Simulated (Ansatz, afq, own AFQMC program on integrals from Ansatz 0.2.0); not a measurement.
## AFQMC, coupled cluster and functionals along a coordinate of H2O + NH, triplet

```json
{"atom": "O", "x (Å)": "-1.0590", "y (Å)": "0.0024", "z (Å)": "0.0000"}
{"atom": "H", "x (Å)": "-1.3084", "y (Å)": "0.9289", "z (Å)": "0.0000"}
{"atom": "H", "x (Å)": "-0.0995", "y (Å)": "0.0024", "z (Å)": "0.0000"}
{"atom": "N", "x (Å)": "1.2050", "y (Å)": "0.0024", "z (Å)": "0.0000"}
{"atom": "H", "x (Å)": "1.4740", "y (Å)": "-1.0019", "z (Å)": "0.0000"}
```

A hydrogen atom is moved from one rigid fragment to the other; the O1–H3 distance tells how far. The two fragments are held close together, so this isn't a minimum-energy path and the start is a compressed complex. Energies in kJ/mol count from this geometry (0.960 Å) at the same level; the start stands on UHF, each point on the determinant named.

Basis cc-pVTZ. Only valence electrons are correlated. Ansatz 0.2.0 and our own AFQMC program on the same integrals; the CISD trial comes from CCSD amplitudes, and released means the phaseless constraint is let go. Uncertainties: one standard error, sampling alone.

Cautions, each for one point or more: lower spins were not checked.

```
r(O1–H3) / Å  det.     T1  weight  ⟨S²⟩   MP2  PBE0  CCSD(T)
       1.035   UHF  0.019    0.88  2.03  13.9   5.0     12.3
       1.073   UHF  0.020    0.88  2.03  25.3  11.5     22.6
       1.111   UHF  0.019    0.88  2.04  38.5  19.1     33.7
       1.148   UHF  0.022    0.88  2.05  54.7  27.1     44.5
       1.224   UHF  0.035    0.86  2.04  88.3  45.4     65.3
```

**Question.** Estimate the curve of phaseless AFQMC with a CISD trial, counted from the same start.

**Answer.** 
```
r(O1–H3) / Å  det.     T1  weight  ⟨S²⟩  ph-AFQMC/CISD
       1.035   UHF  0.019    0.88  2.03     12.8 ± 0.8
       1.073   UHF  0.020    0.88  2.03     23.2 ± 0.8
       1.111   UHF  0.019    0.88  2.04     33.8 ± 0.8
       1.148   UHF  0.022    0.88  2.05     44.3 ± 0.7
       1.224   UHF  0.035    0.86  2.04     64.1 ± 0.8
```

Weight is that of the determinant in the CISD state; at the start T1 is 0.016 and the weight 0.89, and ⟨S²⟩ is 2.02. Largest departures from phaseless AFQMC with a CISD trial: CCSD(T) 1.2 kJ/mol at 1.224 (on UHF) (within the noise), MP2 24.1 kJ/mol at 1.224 (on UHF), PBE0 -18.7 kJ/mol at 1.224. The walk's constraint bias lies outside its error bars, so these are departures and not errors. Functionals count only at points shown to share the start's state and spin.

A walk keeps the symmetry of its determinant, which the program's search chose and which needn't be the lowest solution, so a lower state of the same spin and another symmetry isn't excluded.
